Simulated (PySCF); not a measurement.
# NEVPT2(10,8)/STO-3G run of BCl (SMILES [B]Cl)

Aim: the energy change on altering one bond length of BCl at NEVPT2(10,8)/STO-3G, from 2 runs. Input form: a Python script.

Program for the calculation: PySCF 2.14.0.

12 further runs of the same task are left out: 3 that didn't finish, 9 set aside as unsound or not needed.

**1. Starting point**

BCl has 2 atoms, charge 0, and is taken as a singlet. As SMILES, `[B]Cl`. Geometry: relaxed at GFN2-xTB.

Bond lengths: B1–Cl2 1.579 Å.

**2. The energy at NEVPT2(10,8)/STO-3G**

Contents of calc.py:

```python
# BCl
import numpy
from pyscf import gto, scf, mp, mcscf, mrpt

molecule = gto.Mole()
molecule.atom = 'B 0.000000 0.000000 0.000000; Cl 0.000000 0.000000 1.578530'
molecule.spin = 0
molecule.max_memory = 1860
molecule.basis = 'sto-3g'
molecule.verbose = 3
molecule.build()

myscf = molecule.RHF()
myscf.conv_tol = 1e-10
myscf.kernel()
if not myscf.converged:
    myscf = myscf.newton().run(myscf.mo_coeff, myscf.mo_occ)

pt = mp.MP2(scf.addons.convert_to_uhf(myscf)).run()
noons, natorbs = mcscf.addons.make_natural_orbitals(pt)
print('natural occupations', numpy.round(noons[:40], 4))
cas = mcscf.CASSCF(myscf, 8, 10)
cas.fix_spin_(ss=0.0)
cas.natorb = True
cas.kernel(natorbs)
e_pt2 = mrpt.NEVPT(cas).kernel()
e_tot = cas.e_tot + e_pt2
print(f'total energy: {e_tot:.8f} hartree')
```

Run with:

```console
$ OMP_NUM_THREADS=1 python calc.py
```

The program printed:

```text
converged SCF energy = -478.825500565346
E(UMP2) = -478.865666495166  E_corr = -0.040165929819926
E(SCS-UMP2) = -478.868070962769  E_corr = -0.0425703974233817
natural occupations [2.     2.     2.     2.     2.     2.     1.9996 1.9928 1.9928 1.9912
 1.9725 0.02   0.02   0.0112]
CASSCF energy = -478.888950885489
CASCI E = -478.888950885489  E(CI) = -24.1558823895342  S^2 = 0.0000000
Sr    (-1)',   E = -0.00000000000000
Si    (+1)',   E = -0.00008580186415
Sijrs (0)  ,   E = 0.00000000000000
Sijr  (+1) ,   E = -0.00000000000000
Srsi  (-1) ,   E = -0.00000000000000
Srs   (-2) ,   E = 0.00000000000000
Sij   (+2) ,   E = -0.00015418360672
Sir   (0)' ,   E = -0.00000000000000
Nevpt2 Energy = -0.000239985470872
total energy: -478.88919087 hartree
```

Wall time 3.9 s (1 thread of Arm Neoverse N1, shared host); peak memory 0.13 GiB.

**3. The distorted shape**

Contents of calc.py:

```python
import numpy
from pyscf import gto, scf, mp, mcscf, mrpt

molecule = gto.M(
    atom='''
B    0.000000   0.000000  -1.262870
Cl   0.000000   0.000000   1.578530
''',
    max_memory=1860,
    verbose=4,
    spin=0,
    basis='sto-3g',
)

myscf = molecule.RHF()
myscf.conv_tol = 1e-10
myscf.kernel()
if not myscf.converged:
    myscf = myscf.newton().run(myscf.mo_coeff, myscf.mo_occ)

pt = mp.MP2(scf.addons.convert_to_uhf(myscf)).run()
noons, natorbs = mcscf.addons.make_natural_orbitals(pt)
print('natural occupations', numpy.round(noons[:40], 4))
cas = mcscf.CASSCF(myscf, 8, 10)
cas.fix_spin_(ss=0.0)
cas.natorb = True
cas.kernel(natorbs)
e_pt2 = mrpt.NEVPT(cas).kernel()
e_final = cas.e_tot + e_pt2
print('E(%s) = %.9f' % ('NEVPT2', e_final))
```

Run with:

```console
$ OMP_NUM_THREADS=1 python calc.py
```

The program printed:

```text
PySCF version 2.14.0

[INPUT] num. atoms = 2
[INPUT] num. electrons = 22
[INPUT] charge = 0
[INPUT] spin (= nelec alpha-beta = 2S) = 0
[INPUT] symmetry False subgroup None
[INPUT] Mole.unit = angstrom
[INPUT] Symbol           X                Y                Z      unit          X                Y                Z       unit  Magmom
[INPUT]  1 B      0.000000000000   0.000000000000  -1.262870000000 AA    0.000000000000   0.000000000000  -2.386478430929 Bohr   0.0
[INPUT]  2 Cl     0.000000000000   0.000000000000   1.578530000000 AA    0.000000000000   0.000000000000   2.982989379410 Bohr   0.0

nuclear repulsion = 15.8302466840994
number of shells = 8
number of NR pGTOs = 42
number of NR cGTOs = 14
basis = sto-3g
ecp = {}

[... 39 lines left out ...]
converged SCF energy = -478.698436253305
[... 32 lines left out ...]
sorting_mo_energy = False
[... 32 lines left out ...]
1-step CASSCF converged in   9 macro ( 65 JK  19 micro) steps
[... 3 lines left out ...]
Natural orbital (expansion on meta-Lowdin AOs) in CAS space
[... 20 lines left out ...]
CASSCF energy = -478.786488687277
[... 7 lines left out ...]
Natural orbital (expansion on meta-Lowdin AOs) in CAS space
[... 28 lines left out ...]
Nevpt2 Energy = -0.000039827717207
E(NEVPT2) = -478.786528515
```

Run time: 4.5 s. Hardware: 1 thread of Arm Neoverse N1, shared host; peak memory 0.13 GiB.

**4. What came out**

At NEVPT2(10,8)/STO-3G:

| quantity | value |
| --- | --- |
| first shape: total energy | -478.88919 Eh |
| first shape: dipole moment (Hartree–Fock density) | 0.54 D |
| first shape: HOMO energy (Hartree–Fock orbitals) | -7.74 eV |
| first shape: LUMO energy (Hartree–Fock orbitals) | 7.08 eV |
| first shape: HOMO–LUMO gap (Hartree–Fock orbitals) | 14.82 eV |
| distorted shape: total energy | -478.78653 Eh |
| distorted shape: dipole moment (Hartree–Fock density) | 7.36 D |
| distorted shape: HOMO energy (Hartree–Fock orbitals) | -6.61 eV |
| distorted shape: LUMO energy (Hartree–Fock orbitals) | 2.92 eV |
| distorted shape: HOMO–LUMO gap (Hartree–Fock orbitals) | 9.53 eV |
| energy change with the B1–Cl2 bond stretched from 1.579 to 2.841 Å | 2.794 eV |

What this shows: With the B1–Cl2 bond stretched from 1.579 to 2.841 Å the energy rises by 2.79 eV (64 kcal/mol). The first shape isn't relaxed at this level, so the change isn't measured from a minimum. The minimal basis adds a large error of its own.
